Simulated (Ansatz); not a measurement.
# BSiH3+ (doublet): the correlation ladder, cc-pVTZ

One table from this session's results is given with a row withheld; the runs are named, their logs left out.

Program: Ansatz 0.2.0, Gaussian basis. Level of theory: cc-pVTZ, core rule «outside noble gas», up to 6 orbitals frozen. These are calculated values, not measurements.

The runs, in order: UHF; CCSD(T) on ROHF; CCSD(T) on UHF; BCCD(T) on ROHF; CCSDT(Q) on ROHF; CCSDT(Q) on UHF; CASSCF and NEVPT2, 9 electrons in 11 orbitals.

4 further runs of the same task are left out: 4 set aside as unsound or not needed.

## The system

The geometry is a PBE0/def2-TZVP stationary point (not a proven minimum) of the parent state, kept for this charge and spin.

5 atoms, charge 1, spin multiplicity 2.

Atoms are counted from 1 here; the program's logs count them from 0.

Bond lengths: Si1–B2 2.129 Å, Si1–H3 1.491 Å, Si1–H4 1.491 Å, Si1–H5 1.491 Å. Angles: B2–Si1–H3 110.0°, B2–Si1–H4 110.0°, B2–Si1–H5 110.0°, H3–Si1–H4 109.0°, H3–Si1–H5 109.0°, H4–Si1–H5 109.0°.

The first run:

File in.yaml:

```yaml
crystal:
  periodic: [false, false, false]
  atoms:
    - {symbol: Si, position_ang: [-0.512185, -0.004428, 0.000432]}
    - {symbol: B, position_ang: [1.616305, 0.013972, -0.001364]}
    - {symbol: H, position_ang: [-1.033635, 1.392915, 0.002926]}
    - {symbol: H, position_ang: [-1.014422, -0.711482, 1.213822]}
    - {symbol: H, position_ang: [-1.016501, -0.707925, -1.214162]}
basis:
  gaussian: {orbitals: cc-pVTZ}
total_charge: 1
magnetization: {spin_polarized: true, initial_magnetization: 1}
hamiltonian: {xc: hf}
output: {orbitals: {seedname: orbitals}}
```

Started as:

```console
$ ansatz run in.yaml --threads 1 --pin off --events-out ev --progress --plain --max-ram 4096MiB --backend cpu
```

Steps of the session up to this table: UHF; CCSD(T) on ROHF; CCSD(T) on UHF; BCCD(T) on ROHF; CCSDT(Q) on ROHF; CCSDT(Q) on UHF; CASSCF and NEVPT2, 9 electrons in 11 orbitals.

One table of the session follows, with a row left open; its other results are not shown here.

| method | from UCCSDT(Q) (meV) |
| --- | --- |
| ROHF | +5643.9 |
| UHF | +5570.9 |
| RMP2 | +1308.8 |
| UMP2 | +1295.0 |
| RCCSD | ? |
| UCCSD | +208.1 |
| RCCSD(T) | +45.6 |
| UCCSD(T) | +44.8 |
| BCCD(T) | +44.3 |
| RCCSDT | +7.9 |
| UCCSDT | +7.2 |
| RCCSDT(Q) | +1.1 |
| UCCSDT(Q) | 0 |
| CASSCF valence | +3361.4 |
| NEVPT2 valence | +960.9 |

Q: Estimate the row for RCCSD from the others.

**Answer.** from UCCSDT(Q) (meV): +213.8. In the column «from UCCSDT(Q) (meV)» it lies between UCCSD (+208.1) and NEVPT2 valence (+960.9).

Caveats from the session: Restricted and unrestricted rows rest on different reference determinants; where their highest levels disagree by more than a few hundredths of an eV, they describe different states and don't form one ladder.
